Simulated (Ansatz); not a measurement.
All numbers were calculated with Ansatz.

A structure relaxed at PBE0-D4/def2-TZVP, charge 0, multiplicity 1:

```xyz
12

C     0.021    0.016    1.347
C    -0.114    0.820    0.060
N     0.482    0.236   -1.127
N    -0.037   -1.010   -1.530
H     1.073   -0.145    1.599
H    -0.447    0.543    2.182
H    -0.463   -0.962    1.277
H    -1.173    1.002   -0.157
H     0.347    1.804    0.195
H     1.481    0.124   -1.005
H    -0.315   -1.586   -0.740
H    -0.856   -0.844   -2.101
```

(1) Give its formula and SMILES.

(2) Summarise the bond lengths by kind.

Results:

(1) C2H8N2, `CCNN`.

(2) 1 × C–C 1.523 Å; 5 × C–H 1.093 to 1.096 Å; 1 × C–N 1.451 Å; 1 × N–N 1.408 Å; 3 × H–N 1.012 to 1.017 Å.
